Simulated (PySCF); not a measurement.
Delta-SCF ions had no search for a lower state. Excitations are Tamm–Dancoff values on a coarser integration grid. The basis has no diffuse functions, so Rydberg states are missing or too high.

# C2H6S, SMILES `CSC` (charge 0, multiplicity 1)

The numbers are results of M06-2X/def2-TZVP // PBE0-D3(BJ)/def2-SVP (PySCF 2.14.0), not measurements.

```yaml
HOMO: -7.45 eV
dipole_moment: 1.55 D
HOMO–LUMO gap: 9.27 eV
LUMO: 1.82 eV
S1 excitation (TDA): 5.44 eV
S1 oscillator strength: 0.000
T1 excitation (TDA): 5.03 eV
S1–T1 gap (TDA): 0.40 eV
vertical ionisation energy (Delta-SCF): 8.74 eV
total_energy: -477.9889 Ha
cost: roughly 4 core-minutes
```

```xyz
9

C      1.3661    -0.1470     0.0916
S     -0.1051    -1.1792    -0.0499
C     -1.3699     0.1046    -0.0934
H      1.4788     0.5187    -0.7783
H      1.3517     0.4543     1.0141
H      2.2322    -0.8227     0.1288
H     -1.2427     0.7690    -0.9623
H     -2.3413    -0.4022    -0.1806
H     -1.3698     0.7045     0.8300
```
Charge 0, spin multiplicity 1.
